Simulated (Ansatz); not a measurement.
# CHO₂ radical: one species, many methods

One table from this session's results is given with a row withheld; the runs are named, their logs left out.

Program: Ansatz 0.2.0, Gaussian basis. Level of theory: functionals in def2-TZVPP, the program's frozen cores in correlated methods. These are calculated values, not measurements.

Levels to be run: LDA (SPW92), PBE-D4, revPBE-D4, BLYP-D4, r2SCAN-D4, B97M-V, PBE0-D4, B3LYP-D4, r2SCANh-D4, r2SCAN0-D4, HSE06-D4, BHLYP-D4, CAM-B3LYP-D4, LC-ωPBE, ωB97X-V, ωB97M-V, B2PLYP, PBE-QIDH; CCSD(T)/def2-SVP; CCSD(T)/def2-TZVPP; CCSD(T)/def2-QZVPP; extrapolation to the limit; RPA on PBE.

## Structure used throughout

All runs share one geometry, relaxed beforehand with PBE0-D4 in a triple-zeta def2 set.

SMILES `O=[C]O`, 4 atoms, charge 0, spin multiplicity 2.

Atoms are counted from 1 here; the program's logs count them from 0.

Bond lengths: O1–C2 1.179 Å, C2–O3 1.316 Å, O3–H4 0.976 Å. Angles: O1–C2–O3 130.9°, C2–O3–H4 109.3°.

Geometry (Å):

```xyz
4

O     0.0477    0.3264    1.3405
C     0.4812   -0.3034    0.4434
O     0.1349   -0.3482   -0.8253
H    -0.6083    0.2648   -0.9788
```

The first run:

File in.yaml:

```yaml
crystal:
  periodic: [false, false, false]
  atoms:
    - {symbol: O, position_ang: [0.047668, 0.326438, 1.340467]}
    - {symbol: C, position_ang: [0.481200, -0.303351, 0.443383]}
    - {symbol: O, position_ang: [0.134931, -0.348152, -0.825306]}
    - {symbol: H, position_ang: [-0.608299, 0.264766, -0.978846]}
basis:
  gaussian: {orbitals: def2-TZVPP}
magnetization: {spin_polarized: true, initial_magnetization: 1}
hamiltonian: {xc: lda}
output: {orbitals: {seedname: orbitals}}
```

Steps of the session up to this table: LDA; PBE-D4 (GGA); revPBE-D4 (GGA); BLYP-D4 (GGA); r2SCAN-D4 (meta-GGA); B97M-V (meta-GGA); PBE0-D4 (hybrid); B3LYP-D4 (hybrid); r2SCANh-D4 (hybrid); r2SCAN0-D4 (hybrid); HSE06-D4 (hybrid); BHLYP-D4 (hybrid); CAM-B3LYP-D4 (range-separated); LC-ωPBE-D4 (range-separated; the results give it without D4); ωB97X-V (range-separated); ωB97M-V (range-separated); B2PLYP (double hybrid); PBE-QIDH (double hybrid).

One table of the session follows, with a row left open; its other results are not shown here.

It belongs to the step «Frontier levels by functional». 

```
  functional  HOMO (eV)  LUMO (eV)  gap (eV)
 LDA (SPW92)      -5.57      -4.19      1.38
      PBE-D4      -5.55      -3.75      1.80
   revPBE-D4      -5.49      -3.63      1.86
     BLYP-D4      -5.47      -3.85      1.62
   r2SCAN-D4      -6.00      -3.14      2.86
      B97M-V      -5.87      -3.50      2.37
     PBE0-D4      -7.15      -2.52      4.63
    B3LYP-D4      -6.89      -3.06      3.83
  r2SCANh-D4      -6.60      -2.70      3.90
  r2SCAN0-D4      -7.52      -2.07      5.45
    HSE06-D4      -6.74      -2.91      3.83
    BHLYP-D4          ?          ?         ?
CAM-B3LYP-D4      -8.62      -1.58      7.04
     LC-ωPBE      -9.98       0.03     10.01
     ωB97X-V      -9.51      -0.44      9.08
     ωB97M-V      -9.27      -0.70      8.57
```

Estimate the missing values for BHLYP-D4.

Worked estimate for «HOMO (eV)». Against the share of exact exchange, BLYP-D4 (0, -5.47), B3LYP-D4 (0.2, -6.89) give a slope of -7.10 per unit share; at 0.5 the line stands at -9.02.

As computed: HOMO (eV): -8.75; LUMO (eV): -1.55; gap (eV): 7.20. In «HOMO (eV)» the line misses by -0.27.
